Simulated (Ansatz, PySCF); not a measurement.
This Ansatz (a quantum-chemistry and plane-wave program) input computes a PBE/def2-TZVPD energy:

Ansatz 0.2 input:
```yaml
crystal:
  periodic: [false, false, false]
  atoms:
    - {symbol: Na, position_ang: [-0.00000000, -0.00000000, -1.52231061]}
    - {symbol: Cl, position_ang: [0.00000000, 0.00000000, 0.98502451]}
basis:
  gaussian:
    orbitals: def2-TZVPD
hamiltonian:
  xc: {name: PBE}
total_charge: -1
magnetization: {spin_polarized: true, initial_magnetization: 1}
output: {forces: true}
```

Problem. Write an input for the same energy in PySCF and say what it gives.

Solution. 
```python
from pyscf import gto, scf, dft

mol = gto.M(
    atom='''
    Na   -0.00000000   -0.00000000   -1.52231061
    Cl    0.00000000    0.00000000    0.98502451
    ''',
    basis='def2-tzvpd',
    charge=-1,
    spin=1,
    symmetry='C2v',
    verbose=4,
)

mf = dft.UKS(mol, xc='pbe').density_fit(auxbasis='def2-universal-jkfit')
mf.grids.level = 3
mf.conv_tol = 1e-9
mf.max_cycle = 100
mf.max_memory = 1500
mf.kernel()
if not mf.converged:
    mf = mf.newton()
    mf.kernel(mf.make_rdm1())
mf.analyze()
```
It gives -622.30042 Eh, and Ansatz -622.30029 Eh, a difference of 0.13 mEh, from the treatment of integrals and grids.
